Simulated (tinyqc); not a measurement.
Inside a calculation. Method: coupled-perturbed Hartree-Fock on RHF in the sto-3g basis, for BH3, spin multiplicity 1. One step of it, computed by the program tinyqc.

Task: Iteration 7 (converged): orbitals. Diagonalise F' = X^T F X, C = X C', fill 4 alpha and 4 beta electrons from the bottom; D = 2 C_occ C_occ^T. Each column has its largest component positive (the first on a tie).

converged F (hartree), lower triangle:
```
            1B 1s      1B 2s     1B 2px     1B 2py    1B 2pz      2H 1s      3H 1s      4H 1s
1B 1s   -7.424069
1B 2s   -2.176178  -1.052698
1B 2px  -0.000001  -0.000060  -0.124329
1B 2py   0.000000   0.000000   0.000000  -0.124292
1B 2pz  -0.000807   0.007518   0.000005   0.000000  0.243497
2H 1s   -0.387431  -0.468146  -0.364944   0.000000  0.008493  -0.313918
3H 1s   -0.387185  -0.467986   0.182408  -0.316013  0.008488  -0.093428  -0.313780
4H 1s   -0.387185  -0.467986   0.182408   0.316013  0.008488  -0.093428  -0.093351  -0.313780
```

X:
```
                1          2          3          4          5          6          7          8
1B 1s   -0.391133   0.000431   0.000000   0.926575   0.207288  -0.000118   0.000000   0.208648
1B 2s    1.279576  -0.001064   0.000000  -0.025670   0.025803  -0.000209   0.000000   0.491167
1B 2px   0.001130   1.035335   0.000000  -0.000016   0.000001   0.596300   0.000000   0.000195
1B 2py   0.000000   0.000000   1.035311   0.000000   0.000000   0.000000   0.596274   0.000000
1B 2pz  -0.039669   0.000028   0.000000  -0.226549   0.973550   0.000004   0.000000  -0.015004
2H 1s   -0.619718  -0.900541   0.000000  -0.208027  -0.046682   0.456668   0.000000   0.295092
3H 1s   -0.618274   0.451030  -0.780254  -0.208125  -0.046703  -0.228502   0.395595   0.294851
4H 1s   -0.618274   0.451030   0.780254  -0.208125  -0.046703  -0.228502  -0.395595   0.294851
```

Give: F' = X^T F X; orbital energies; coefficients C; D after iteration 7.

Result:

F' = X^T F X (hartree), lower triangle:
```
        1        2       3        4        5        6        7        8
1  0.4058
2  0.0004   0.6195
3  0.0000   0.0000  0.6195
4  0.8567  -0.0012  0.0000  -5.8877
5  0.1876  -0.0003  0.0000  -1.4335  -0.0919
6  0.0000   0.0946  0.0000   0.0011   0.0003  -0.4114
7  0.0000   0.0000  0.0945   0.0000   0.0000   0.0000  -0.4114
8  0.2361  -0.0004  0.0000  -2.4230  -0.5780   0.0005   0.0000  -1.7039
```

orbital energies (hartree): MO1 -7.4293, MO2 -0.6174, MO3 -0.4200, MO4 -0.4200, MO5 0.2430, MO6 0.5261, MO7 0.6281, MO8 0.6281

coefficients C:
```
            MO1      MO2      MO3      MO4      MO5      MO6      MO7      MO8
1B 1s    0.9913  -0.2244   0.0001   0.0000  -0.0168  -0.2542   0.0000  -0.0004
1B 2s    0.0336   0.6117  -0.0002   0.0000   0.0723   1.2245   0.0000   0.0019
1B 2px   0.0000   0.0001   0.5001   0.0000   0.0000  -0.0014   0.0000   1.0851
1B 2py   0.0000   0.0000   0.0000   0.5000   0.0000   0.0000   1.0851   0.0000
1B 2pz  -0.0001  -0.0053   0.0000   0.0000   0.9974  -0.0784   0.0000  -0.0001
2H 1s   -0.0054   0.2773   0.5365   0.0000  -0.0287  -0.6604   0.0000  -0.8570
3H 1s   -0.0054   0.2771  -0.2683   0.4646  -0.0287  -0.6621  -0.7412   0.4270
4H 1s   -0.0054   0.2771  -0.2683  -0.4646  -0.0287  -0.6621   0.7412   0.4270
```

D after iteration 7, lower triangle:
```
          1B 1s    1B 2s   1B 2px   1B 2py   1B 2pz    2H 1s    3H 1s   4H 1s
1B 1s    2.0663
1B 2s   -0.2079   0.7506
1B 2px   0.0000  -0.0001   0.5001
1B 2py   0.0000   0.0000   0.0000   0.5001
1B 2pz   0.0021  -0.0065   0.0000   0.0000   0.0001
2H 1s   -0.1352   0.3387   0.5366   0.0000  -0.0030   0.7294
3H 1s   -0.1352   0.3388  -0.2683   0.4647  -0.0030  -0.1341   0.7295
4H 1s   -0.1352   0.3388  -0.2683  -0.4647  -0.0030  -0.1341  -0.1341  0.7295
```
